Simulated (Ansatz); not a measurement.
The inner images of a band of AlH3 + H3P (8 atoms, charge 0, multiplicity 1) are given out of order.

All numbers below come from RKS PBE-D4/6-31G* (Ansatz).

Image 0:

```xyz
8
Properties=species:S:1:pos:R:3
Al 0.021 0.060 0.132
H -0.084 0.740 1.585
H 1.456 -0.079 -0.573
H -1.319 -0.245 -0.695
P 0.180 -2.977 1.202
H -0.664 -2.799 0.055
H 1.377 -2.648 0.486
H -0.020 -1.629 1.695
```

Image 8:

```xyz
8
Properties=species:S:1:pos:R:3
Al 0.112 -0.704 -0.101
H -0.130 0.644 1.857
H 1.444 0.168 -0.288
H -1.320 -0.134 -0.539
P 0.242 -2.866 0.824
H -0.635 -3.438 -0.160
H 1.442 -3.211 0.115
H -0.206 -0.038 2.177
```

Task: Put them in order from the first end to the last, with their energies above the first end.
A.
```xyz
8
Properties=species:S:1:pos:R:3
Al 0.048 -0.296 0.015
H -0.061 0.174 1.665
H 1.506 0.048 -0.520
H -1.404 -0.159 -0.618
P 0.131 -2.675 1.181
H -0.655 -2.961 0.016
H 1.395 -2.756 0.511
H -0.013 -0.955 1.635
```
B.
```xyz
8
Properties=species:S:1:pos:R:3
Al 0.077 -0.662 -0.102
H -0.104 0.534 1.845
H 1.424 0.169 -0.358
H -1.352 -0.075 -0.528
P 0.161 -2.812 0.862
H -0.592 -3.409 -0.205
H 1.439 -3.135 0.293
H -0.106 -0.188 2.080
```
C.
```xyz
8
Properties=species:S:1:pos:R:3
Al 0.068 -0.563 -0.079
H -0.071 0.252 1.782
H 1.465 0.122 -0.460
H -1.379 -0.082 -0.566
P 0.125 -2.678 1.018
H -0.630 -3.182 -0.086
H 1.416 -2.916 0.445
H -0.045 -0.530 1.833
```
D.
```xyz
8
Properties=species:S:1:pos:R:3
Al 0.060 -0.452 -0.037
H -0.063 0.156 1.718
H 1.492 0.081 -0.497
H -1.398 -0.126 -0.594
P 0.127 -2.655 1.108
H -0.650 -3.052 -0.021
H 1.407 -2.818 0.489
H -0.029 -0.712 1.722
```
E.
```xyz
8
Properties=species:S:1:pos:R:3
Al 0.036 -0.144 0.065
H -0.062 0.295 1.640
H 1.500 0.018 -0.550
H -1.391 -0.184 -0.648
P 0.136 -2.735 1.233
H -0.657 -2.886 0.044
H 1.384 -2.713 0.526
H 0.001 -1.229 1.576
```
F.
```xyz
8
Properties=species:S:1:pos:R:3
Al 0.070 -0.617 -0.101
H -0.084 0.388 1.825
H 1.437 0.158 -0.417
H -1.363 -0.055 -0.545
P 0.131 -2.737 0.934
H -0.601 -3.317 -0.153
H 1.425 -3.031 0.389
H -0.067 -0.366 1.953
```
G.
```xyz
8
Properties=species:S:1:pos:R:3
Al 0.024 -0.008 0.107
H -0.069 0.493 1.634
H 1.469 -0.022 -0.588
H -1.353 -0.211 -0.687
P 0.152 -2.865 1.244
H -0.655 -2.828 0.059
H 1.382 -2.687 0.531
H -0.002 -1.451 1.586
```

Result: G (+1.3 kcal/mol), E (+8.6 kcal/mol), A (+16.4 kcal/mol), D (+8.9 kcal/mol), C (-0.4 kcal/mol), F (-5.1 kcal/mol), B (-6.7 kcal/mol).

The run took 100 s on 1 thread of Arm Neoverse V1, with other jobs on the host, peak memory 0.095 GiB.
